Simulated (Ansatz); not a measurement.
`FC1CCO1`, charge 0, multiplicity 1.

Task: Give a relaxed structure at PBE0-D4/def2-TZVP (Ansatz). (Best estimate.)

Result: The calculation gave: 
```xyz
10

F    -0.753   -1.738    0.888
C    -0.853   -0.594    0.138
C     0.420   -0.264   -0.630
C     0.506    0.923    0.333
O    -0.747    0.546    0.939
H    -1.809   -0.655   -0.390
H     1.195   -1.021   -0.535
H     0.270   -0.008   -1.677
H     0.443    1.913   -0.121
H     1.326    0.899    1.055
```
This is one stationary point; other conformers may exist.
